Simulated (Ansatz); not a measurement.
Basis-set extrapolation for `CCCC(C)(C)C` (PBE0-D4/def2-TZVP geometry, frozen core, the Gaussian-basis code of Ansatz). Multiplicity 1, RHF reference.

|  | def2-TZVPP | def2-QZVPP |
| --- | --- | --- |
| HF | -274.496075 | -274.509109 |
| MP2 correlation | -1.250805 | -1.326977 |
| CCSD(T) correlation | -1.382197 | not run |

Energies in hartree. Use E(X) = E(∞) + A·exp(−7.88·√X) for Hartree–Fock and E(X) = E(∞) + B·X^(−2.97) for correlation, with X = 3 and 4, and add CCSD(T) minus MP2 of the smaller set to the MP2 limit.

Q: What is the CCSD(T) energy at the basis-set limit?

A: HF limit: -274.509109 + (-0.013034) × 0.13774 = -274.51090. MP2 limit: -1.326977 + (-0.076172) × 0.74074 = -1.38340. Higher-order term: -1.382197 − (-1.250805) = -0.13139. Total: -276.02569 hartree, 92.5 kcal/mol below CCSD(T)/def2-TZVPP.
